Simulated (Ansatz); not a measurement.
**C₂H₄FN: small, medium and large basis sets**

Aim: see how fast density functionals converge with the basis set for C₂H₄FN.

The runs use Ansatz 0.2.0, Gaussian basis; one geometry, several basis sets.

The runs, in order: PBE0-D4/def2-SVP; ωB97M-V/def2-SVP; PBE0-D4/def2-QZVPP; ωB97M-V/def2-QZVPP; the functionals' def2-TZVPP values are taken from earlier runs.

### 1 The relaxed structure

All runs share one geometry, relaxed beforehand with PBE0-D4 in a triple-zeta def2 set.

SMILES `C=NCF`, 8 atoms, charge 0, spin multiplicity 1.

Atoms are counted from 1 here; the program's logs count them from 0.

Bond lengths: C1–N2 1.259 Å, C1–H5 1.089 Å, C1–H6 1.092 Å, N2–C3 1.412 Å, C3–F4 1.386 Å, C3–H7 1.094 Å, C3–H8 1.094 Å. Angles: N2–C1–H5 118.4°, N2–C1–H6 123.6°, H5–C1–H6 118.0°, C1–N2–C3 120.4°, N2–C3–F4 115.2°, N2–C3–H7 108.7°, N2–C3–H8 108.7°, F4–C3–H7 107.4°, F4–C3–H8 107.4°, H7–C3–H8 109.4°.

Geometry (Å):

```
C    -1.23334    0.36979   -0.10985
N    -0.40072   -0.52132   -0.42326
C     0.94518   -0.42048   -0.00796
F     1.24766    0.70451    0.74343
H    -2.26229    0.25878   -0.44760
H    -0.98004    1.25084    0.48398
H     1.58525   -0.40310   -0.89540
H     1.19040   -1.29622    0.60075
```

### 2 PBE0-D4 in def2-SVP

File in.yaml:

```yaml
crystal:
  periodic: [false, false, false]
  atoms:
    - {symbol: C, position_ang: [-1.233342, 0.369791, -0.109852]}
    - {symbol: N, position_ang: [-0.400718, -0.521319, -0.423259]}
    - {symbol: C, position_ang: [0.945178, -0.420484, -0.007956]}
    - {symbol: F, position_ang: [1.247664, 0.704514, 0.743434]}
    - {symbol: H, position_ang: [-2.262289, 0.258778, -0.447604]}
    - {symbol: H, position_ang: [-0.980038, 1.250841, 0.483984]}
    - {symbol: H, position_ang: [1.585247, -0.403102, -0.895400]}
    - {symbol: H, position_ang: [1.190396, -1.296217, 0.600753]}
basis:
  gaussian: {orbitals: def2-SVP}
hamiltonian: {xc: pbe0, dispersion: d4}
output: {orbitals: {seedname: orbitals}}
```

Launch:

```bash
ansatz run in.yaml --threads 2 --pin off --events-out ev --progress --plain --max-ram 4352MiB
```

After this run come: ωB97M-V in def2-SVP; PBE0-D4 in def2-QZVPP; ωB97M-V in def2-QZVPP.

Before running them: what should the planned runs give, taken together? Wanted: PBE0-D4: double and triple zeta above quadruple; ωB97M-V: double and triple zeta above quadruple.

As calculated:

```
                                       quantity          value
PBE0-D4: double and triple zeta above quadruple  7.79, 0.34 eV
ωB97M-V: double and triple zeta above quadruple  8.04, 0.33 eV
```

In words: PBE0-D4 gains 7.44 eV from double to triple zeta, then 0.34 eV more. Total energies overstate the basis error of differences, where much of it tends to cancel. The LUMO of ωB97M-V is positive and keeps falling with the basis (2.03 to 1.46 eV): an unbound level that the basis holds in place.
